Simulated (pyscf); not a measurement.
Structures and frequencies: ωB97X-D3(BJ)/def2-SVP in PySCF. Correlated levels are frozen-core, on RHF or UHF. ΔMP2 is the change of the MP2 total energy from the triple- to the quadruple-zeta basis.

Estimate the classical barrier height and the reaction energy of H₃C–CH₃ + H₂C=O -> H₃C–CH₂–CH₂–OH at CCSD(T)/def2-TZVPP + ΔMP2(QZVPP). The step runs on the singlet surface, breaks C–H and forms C–C, H–O; take the separated reactants as zero.

ΔE‡ = 75.1 kcal/mol, ΔE = -18.1 kcal/mol. Zero-point energy shifts the barrier by -0.3 kcal/mol. It is an addition across a multiple bond or ene-type step, with an imaginary mode of 2001i cm⁻¹. At the saddle there is also a short C–H contact that neither side keeps. One saddle was located; it need not be the lowest between these sides. The CCSD(T) − MP2 part came from Ansatz, without density fitting, on the same reference.
